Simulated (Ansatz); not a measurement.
A nudged elastic band was laid between two geometries of BH4MgSi (7 atoms, charge 0, multiplicity 2).

Theory: UKS BLYP/def2-SVP in Ansatz.

```
movable images  : 7
climbing image  : yes
spring          : 5.0 eV/Å²
optimiser       : quadratic models (default)
start path      : IDPP
force threshold : 0.03 eV/Å
iteration limit : 60
end points      : relaxed
```

First end point:

```xyz
7
Properties=species:S:1:pos:R:3
B -0.783 -0.186 -0.503
Si 0.440 0.871 0.488
Mg 0.585 -2.150 -0.237
H -1.693 -0.768 0.063
H -0.665 -0.292 -1.712
H 0.459 0.986 1.985
H 1.657 1.540 -0.084
```

Last end point:

```xyz
7
Properties=species:S:1:pos:R:3
B -0.785 -0.187 -0.503
Si 0.439 0.871 0.488
Mg 0.596 -2.144 -0.234
H -0.672 -0.290 -1.713
H -1.694 -0.772 0.063
H 0.460 0.981 1.985
H 1.656 1.540 -0.085
```

Which bonds break or form, and what moves?

No bond is made or broken. The dihedral H4–B1–Si2–H6 goes from 5 to -175°. The two ends are copies of one structure, up to a mirror image or an exchange of like atoms.

Give the energies along the band, and the barrier.

The run converged. The highest image is number 4 of 0 to 8, 0.61 eV above the ends, which have the same energy within 2 meV. A vibrational analysis at the climbing image gives one clearly imaginary mode, 390i cm⁻¹: a first-order saddle point.

```csv
image,path coordinate (Å),energy (eV),dihedral H4–B1–Si2–H6 (°)
0,0.00,0.00,5
1,0.96,0.12,-7
2,1.93,0.19,-33
3,2.89,0.42,-77
4,3.85,0.61,-126
5,4.81,0.42,-165
6,5.77,0.19,172
7,6.72,0.12,-180
8,7.68,0.00,-175
```

What is the geometry of the highest image?


```xyz
7
Properties=species:S:1:pos:R:3
B -0.998 -0.023 -0.830
Si 0.587 0.140 0.448
Mg 1.439 -2.013 1.844
H -1.610 -1.055 -1.018
H -1.370 0.956 -1.448
H 0.233 1.280 1.390
H 1.720 0.716 -0.386
```

What are the harmonic wavenumbers there?

390i, 98, 204, 259, 490, 505, 602, 723, 859, 906, 1132, 2047, 2050, 2492, 2579 cm⁻¹.

Run time: 4.4 min on 1 thread of Intel(R) Xeon(R) Platinum 8488C (Sapphire Rapids) (shared host), peak memory 0.18 GiB.
